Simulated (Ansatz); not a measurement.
System: hcp Mg. Method: PBEsol in Ansatz (plane waves, PAW).

Numerical settings: plane-wave cutoff 500 eV, 30×30×14 k mesh (along the axes of the cell as run), Fermi–Dirac smearing 0.1 eV, scalar-relativistic PAW data made under PBE.

Computed at the level's own relaxed cell.

Question: What does this level give for the equilibrium volume per atom, lattice parameter a and c axis length?

Answer: 
equilibrium volume per atom: 22.54 Å³/atom
lattice parameter a: 3.176 Å
c axis length: 5.160 Å

Measured, for comparison: lattice constant a 3.209 Å, lattice parameter c 5.210 Å (293 K, not corrected to a static lattice; as tabulated in Wikipedia's data pages). Computed (rounded) less measured: lattice constant a -1.0 %, lattice parameter c -1.0 %. A static lattice is as a rule a little smaller and stiffer than an uncorrected measurement, which narrows the difference in the lattice constant a, lattice parameter c and would widen misses of the other sign.

Static lattice: no zero-point or thermal effects.

It cost around 60 core-seconds (rough) of CPU time.

Ansatz is a program for electronic structure.
